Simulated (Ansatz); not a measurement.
2H MoS2 was calculated with PBEsol in Ansatz (plane waves, PAW).

Settings: plane-wave cutoff 500 eV, 12×12×4 k mesh (along the axes of the cell as run), gaussian smearing 0.02 eV, no spin polarisation, scalar-relativistic PAW data made under PBE.

Cell (relaxed at this level):

```xyz
6
Lattice="1.5707 -2.7206 0.0000 1.5707 2.7206 0.0000 0.0000 0.0000 12.5865" Properties=species:S:1:pos:R:3 pbc="T T T"
Mo     1.5707     0.9069     3.1466
Mo     1.5707    -0.9069     9.4399
S      1.5707     0.9069     7.8808
S      1.5707    -0.9069     1.5876
S      1.5707    -0.9069     4.7057
S      1.5707     0.9069    10.9989
```

Problem. What does this level give for the band gap?

Solution. 
- band gap: 0.98 eV (on the SCF k mesh)

Measured, for comparison: band gap 1.23 eV (room temperature, not corrected to a static lattice, bulk 2H, our sources range from 1.23 to 1.29; as tabulated in Bastos et al. (2019), arXiv:1903.08112).

Note: the cell comes from a level without a dispersion term, which matters for the spacing of layers, chains or molecules; the cell has widely spaced layers and the level no dispersion term, so their spacing and the moduli can rest on weak binding.

Spin–orbit coupling is not included.

Cost on a shared machine: very roughly 3 core-minutes.

Ansatz is a quantum-chemistry and plane-wave program.
